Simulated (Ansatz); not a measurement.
A run of Ansatz (development build ahead of 0.2.0) on singlet CH₂ at this shape:

```xyz
3

C     0.0451   -0.0245   -0.1582
H    -0.0272    0.9037    0.5936
H     0.1003   -0.8599    0.5156
```

Its results:

```
Converged                       : yes
Reference energy                : -38.36644 hartree
Correlation energy              : -0.03712 hartree
Total energy                    : -38.40355 hartree
Spin squared of the determinant : 0.000
```

Task: Which input gives this output? Name the method, the orbitals and the basis set, and write the input.

Result: RHF-MP2 in STO-3G. An unrestricted run that stays on the closed shell gives the same numbers.

```yaml
crystal:
  periodic: [false, false, false]
  atoms:
    - { symbol: C, position_ang: [0.04509, -0.02451, -0.15821] }
    - { symbol: H, position_ang: [-0.02715, 0.90373, 0.59359] }
    - { symbol: H, position_ang: [0.1003, -0.85988, 0.51562] }
basis:
  gaussian: { orbitals: STO-3G }
hamiltonian:
  xc: hf
correlation:
  method: mp2
  frozen_orbitals: { C: 1, H: 0 }
```

Caution: another spin multiplicity may lie lower.
